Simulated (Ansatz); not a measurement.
Down a group: atomization energies of HBF, HAlF, HGaF

Ansatz 0.2.0, basis cc-pVDZ; geometries are PBE0/def2-TZVP minima. Wave-function levels freeze the cores with the filled d shells of p-block atoms; HF, MP2 and coupled cluster are restricted for singlets and unrestricted otherwise, atoms included (their steps beyond CCSDT(Q) come from restricted open-shell runs), restricted open-shell where a d shell is frozen. The reference is CCSDT(Q) or CCSDTQ (coupled cluster only where its series has nearly closed). An error is the level's value less the reference. None of these values is a measured one. Energies are electronic, without zero-point terms. No spin–orbit coupling and no scalar relativity. The set is small: it underbinds, by tens of kJ/mol for each bond, so near ties and functionals' places can change in larger sets. The species are chosen: bound, without strong static correlation by their natural occupations or amplitudes, in their lowest spin state as far as vertical gaps and like structures tell, and with a ladder that closes on the reference, so errors are smaller than for species at large; levels whose determinant breaks symmetry or spin markedly are left out.

```
      species                                 bonds (Å)     quantity  symmetry of the states  reference  value (kJ/mol)  error CCSD  error CCSD(T)  error CCSDT
 HBF, doublet     B–F 1.301, B–H 1.206, angle at B 121°  atomization                      A'   CCSDT(Q)           886.8        -9.9           -1.1         -0.9
HAlF, doublet  F–Al 1.656, Al–H 1.607, angle at Al 115°  atomization                      A'     CCSDTQ           722.8        -7.1           -1.0         -0.9
```

Problem. One member is withheld: HGaF, doublet (F–Ga 1.767, Ga–H 1.610, angle at Ga 114°), where CCSD gives 617.5 kJ/mol for the atomization. Estimate from the other members what CCSDT(Q) gives.

Solution. The errors of CCSD for the others average -8.5 kJ/mol; taking that off gives 626.0, which misses by 0.9, against 9.4 without the correction. The computed value at CCSDT(Q) is 626.9 kJ/mol. Errors against it: CCSD -9.4, CCSD(T) -1.5, CCSDT -1.0.

The reference falls from B to Ga, by 259.9 kJ/mol in all.
